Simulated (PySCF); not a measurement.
One of the candidates below gave these computed data.

All candidates are C4H7S (charge -1).

- 1H NMR: chemical shifts (computed TMS as zero) by class: 5.71 (1 H), 4.23 (1 H), 3.00 (2 H), 1.44 (3 H) ppm [GIAO PBE0/pcSseg-1]
- 13C NMR: chemical shifts (computed TMS as zero) by class: 154.4 (1 C), 103.1 (1 C), 42.6 (1 C), 21.9 (1 C) ppm [GIAO PBE0/pcSseg-1]
- NMR, other nuclei: isotropic shieldings of nuclei other than C and H, by class: 611 (1 S) ppm [GIAO PBE0/pcSseg-1]
- Rotational structure: rotational constants A, B, C: 13.397, 1.558, 1.477 GHz [PBE0-D3(BJ)/def2-SVP]

The electronic properties come from PySCF, for the isolated species, density fitting. Levels stand in brackets. The structure is a single PBE0-D3(BJ)/def2-SVP conformer in the gas phase; no vibrational or solvent corrections. The geometry's basis has no diffuse functions, a weakness for an anion. The HOMO energy is positive, so at this level the finite basis confines the outermost electrons. No diffuse functions stand in pcSseg-1, which bears on an anion's orbital energies. NMR values are class means; diastereotopic atoms form classes of their own.

Question: Which candidate is it?
A. `C/C=C/C[S-]`
B. `C=C([S-])CC`
C. `C[C@@H]1C[C@@H]1[S-]`

Answer: A. It is `C/C=C/C[S-]`. Numbering: `[CH3:1]/[CH:2]=[CH:3]/[CH2:4][S-:5]`. 4 carbons fall into 4 classes; from least to most shielded: alkene CH carbon [C3] (154.4 ppm), alkene CH carbon [C2] (103.1 ppm), sp3 carbon bound to sulfur [C4] (42.6 ppm), allylic carbon [C1] (21.9 ppm). Hydrogen classes from least to most shielded: 1 H on an alkene CH carbon, C3 (5.71 ppm), 1 H on an alkene CH carbon, C2 (4.23 ppm), 2 H on an sp3 carbon bound to sulfur, C4 (3.00 ppm), 3 H on an allylic carbon, C1 (1.44 ppm). The other shieldings belong to: 611 ppm, thiolate sulfur [S5]. The optimised geometry has point group C1 and is an asymmetric top.

The others, at the same levels:
- `C=C([S-])CC` fails: its computed 13C shifts are 185.3 (1 C), 94.0 (1 C), 43.8 (1 C), 19.1 (1 C) ppm, 1H shifts are 4.42 (1 H), 4.04 (1 H), 1.72 (2 H), 1.09 (3 H) ppm and rotational constant A is 5.039 GHz (against 13.397 GHz).
- `C[C@@H]1C[C@@H]1[S-]` fails: its computed 13C shifts are 30.1 (1 C), 23.5 (1 C), 14.0 (1 C), 12.8 (1 C) ppm, 1H shifts are 1.85 (1 H), 1.22 (3 H), 0.39 (1 H), -0.27 (1 H), -1.43 (1 H) ppm and rotational constant A is 6.542 GHz (against 13.397 GHz).

Each candidate is one conformer, not necessarily the lowest. The conformers computed, where there is a choice (atom-mapped SMILES and torsion angles):
- `[CH3:1]/[CH:2]=[CH:3]/[CH2:4][S-:5]`: C2–C3–C4–S5 -118°
- `[CH2:1]=[C:2]([S-:3])[CH2:4][CH3:5]`: C1–C2–C4–C5 -120°
